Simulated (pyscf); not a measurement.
H₂P–GaH₂ + H₂ -> H₂P–GaH₂ + H₂ (four-centre exchange; singlet surface; Ga–H, H–H broken, Ga–H, H–H formed). Single points on ωB97X-D3(BJ)/def2-SVP structures (PySCF, gas phase). Energies in kJ/mol from the separated reactants.

```csv
level,barrier,reaction energy
ωB97X-D3(BJ)/def2-TZVP,?,0.0
PBE/def2-TZVP,96.3,0.0
r²SCAN/def2-TZVP,?,0.0
PBE0-D3(BJ)/def2-TZVP,102.0,0.0
M06-2X/def2-TZVP,123.6,0.0
ωB97M-D3(BJ)/def2-TZVP,119.8,0.0
```

### Question
Complete the blanks.

### Answer

- ωB97X-D3(BJ)/def2-TZVP, barrier: 120.0
- r²SCAN/def2-TZVP, barrier: 99.2

The functionals in the table span 27.3 kJ/mol in this barrier, from PBE to M06-2X. At the saddle there is also a short Ga–H contact that neither side keeps. This is the saddle that the search found; another between the same sides may lie lower. Elements up to Kr have no core potential and no relativistic terms here.
